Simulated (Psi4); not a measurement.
# PNCl2 (SMILES N#P.ClCl) at SAPT0/jun-cc-pVDZ (density fitting, density fitting for correlation, fragments set)

Wanted: the interaction energy of PNCl2. 

Program for the calculation: Psi4 1.11.

7 further runs of the same task are left out: 7 set aside as unsound or not needed.

**1. Starting point**

PNCl2: 4 atoms, total charge 0, spin state singlet. SMILES: `N#P.ClCl`. Geometry: relaxed at GFN2-xTB.

Bond lengths: N1–P2 1.459 Å, Cl3–Cl4 2.009 Å.

**2. The interaction energy at SAPT0/jun-cc-pVDZ (density fitting, density fitting for correlation, fragments set)**

The input, cl2np.inp:

```
memory 1.6 GB

molecule mol {
  0 1
  N     -1.281870     1.377710     0.321630
  P     -0.722680     0.580380     1.408190
  --
  0 1
  Cl     1.561930    -1.632000    -0.220220
  Cl     1.010250    -0.880570    -1.999430
  symmetry c1
  no_reorient
  no_com
}

set globals {
  basis jun-cc-pVDZ
  reference rhf
  scf_type df
}

E, wfn = energy('sapt0', return_wfn=True)
```

The run is started by

```
$ psi4 cl2np.inp cl2np.out -n 1
```

What values should one expect? Wanted: interaction energy.

Computed results:

Level: SAPT0/jun-cc-pVDZ (density fitting, density fitting for correlation, fragments set).

| quantity | value |
| --- | --- |
| interaction energy | -1.34 kJ/mol |
